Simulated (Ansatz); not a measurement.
A nudged elastic band was laid between two geometries of BH$_{5}$S (7 atoms, charge 0, multiplicity 1).

Computed with Ansatz, RKS B3LYP-D4/def2-SVP.

| Property | Result |
| --- | --- |
| movable images | 5 |
| climbing image | yes |
| spring | 5.0 eV/Å² |
| optimiser | quadratic models (default) |
| start path | through a guess of the saddle point |
| force threshold | 0.05 eV/Å |
| iteration limit | 60 |
| end points | relaxed |

Image 0:

```xyz
7
Properties=species:S:1:pos:R:3
B -0.002 -0.017 0.008
H -0.560 0.456 0.974
H 1.184 0.224 -0.106
H -0.624 -0.013 -1.036
S 0.090 -2.038 0.351
H -1.177 -2.340 0.729
H 0.553 -2.109 1.624
```

Image 6:

```xyz
7
Properties=species:S:1:pos:R:3
B 0.222 -0.552 -0.821
H -0.285 -0.045 3.172
H 1.290 -0.010 -0.916
H -0.805 -0.024 -1.150
S 0.251 -2.200 -0.156
H -1.075 -2.475 -0.191
H -0.133 -0.531 2.606
```

**Question.** What changes between the two ends?

**Answer.** Bonds broken: B1–H2, S5–H7. Bonds formed: H2–H7. BH5S becomes BH3S + H2.

**Question.** Give the energies along the band, and the barrier.

**Answer.** It converged. The highest image is number 2 of 0 to 6, 0.73 eV above the first end and 0.99 eV above the last; the last end lies 0.26 eV below the first. A vibrational analysis at the climbing image gives one clearly imaginary mode, 811i cm⁻¹: a first-order saddle point. The orbitals stay closed-shell, which can raise the energy where a bond breaks towards radicals; this wasn't checked here.

```csv
image,path coordinate (Å),energy (eV),B1–H2 (Å),S5–H7 (Å),H2–H7 (Å)
0,0.00,0.00,1.21,1.36,2.87
1,0.95,0.21,1.21,1.35,2.12
2,1.90,0.73,1.29,1.62,1.13
3,2.73,0.13,1.93,2.41,0.77
4,3.56,-0.21,2.67,3.01,0.76
5,4.39,-0.26,3.47,3.35,0.76
6,5.22,-0.26,4.06,3.25,0.76
```

**Question.** What is the geometry of the highest image?

**Answer.** 
```xyz
7
Properties=species:S:1:pos:R:3
B 0.096 -0.259 0.058
H -0.150 0.177 1.245
H 1.212 0.095 -0.214
H -0.864 -0.038 -0.628
S 0.260 -2.290 0.422
H -1.062 -2.577 0.387
H -0.028 -0.944 1.273
```

**Question.** What are the harmonic wavenumbers there?

**Answer.** 811i, 370, 533, 637, 873, 941, 1056, 1102, 1125, 1307, 1735, 2190, 2578, 2669, 2696 cm⁻¹.

Run time: 92 s on 1 thread of Arm Neoverse V2, with other jobs on the host, peak memory 0.1 GiB.
